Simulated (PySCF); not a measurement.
# Dipole moment and polarisability across levels of theory

Compound: propane, C3H8.
InChI=1S/C3H8/c1-3-2/h3H2,1-2H3

PySCF, dipoles from the SCF density, polarisabilities from static response with core orbitals frozen. Isolated species at its PBE0-D3(BJ)/def2-SVP geometry, gas phase.

Q: Which levels come closest to the reference values?

A: 

| level | μ (D) | error (%) | α (Å³) | error (%) | anisotropy (Å³) |
| --- | --- | --- | --- | --- | --- |
| PBE0/def2-SVPD | 0.087 | +3.2 | 6.00 | +1.3 | 0.89 |
| BHandHLYP/def2-SVPD | 0.084 | +0.1 | 5.87 | -0.9 | 0.82 |
| CAM-B3LYP/def2-SVPD | 0.087 | +3.2 | 5.99 | +1.1 | 0.84 |
| wB97X-D/def2-SVPD | 0.083 | -0.7 | 5.98 | +0.9 | 0.85 |
| LC-wPBE/def2-SVPD | 0.078 | -7.0 | 5.82 | -1.7 | 0.79 |
| PBE0/6-31G* | 0.057 | -32.2 | 4.99 | -15.8 | 0.57 |
| PBE0/6-31+G* | 0.086 | +2.7 | 5.44 | -8.2 | 0.67 |
| PBE0/def2-SVP | 0.054 | -35.8 | 5.20 | -12.2 | 0.69 |
| PBE0/aug-cc-pVDZ | 0.092 | +9.6 | 6.14 | +3.8 | 0.96 |
| PBE0/def2-TZVP | 0.089 | +6.4 | 5.84 | -1.3 | 0.85 |
| PBE0/def2-TZVPD | 0.090 | +6.9 | 6.12 | +3.4 | 0.95 |

Reference dipole: 0.084 D (measured, gas; NIST CCCBDB Release 22 (SRD 101), experimental dipoles). Reference polarisability: 5.921 Å³ (measured, gas; NIST CCCBDB Release 22 (SRD 101), experimental polarizabilities). The anisotropy is √(½[(α1 − α2)² + (α2 − α3)² + (α3 − α1)²]). For the dipole, the smallest error is 0.1% (BHandHLYP/def2-SVPD) and the largest 35.8% (PBE0/def2-SVP). For the polarisability, the smallest error is 0.9% (BHandHLYP/def2-SVPD and wB97X-D/def2-SVPD) and the largest 15.8% (PBE0/6-31G*). The dipole runs from 0.05 D (PBE0/def2-SVP) to 0.09 D (PBE0/aug-cc-pVDZ). In one basis (def2-SVPD) the functionals order the polarisability from LC-wPBE (lowest) to PBE0 (highest), a spread of 3%. With PBE0 the polarisability is 5.34 Å³ without diffuse functions (mean of 6-31G*, def2-SVP and def2-TZVP) and 5.93 Å³ with them (mean of 6-31+G*, def2-SVPD, aug-cc-pVDZ and def2-TZVPD). Measured values can belong to vibrating molecules and may average over conformers; the computed ones are for one fixed geometry.
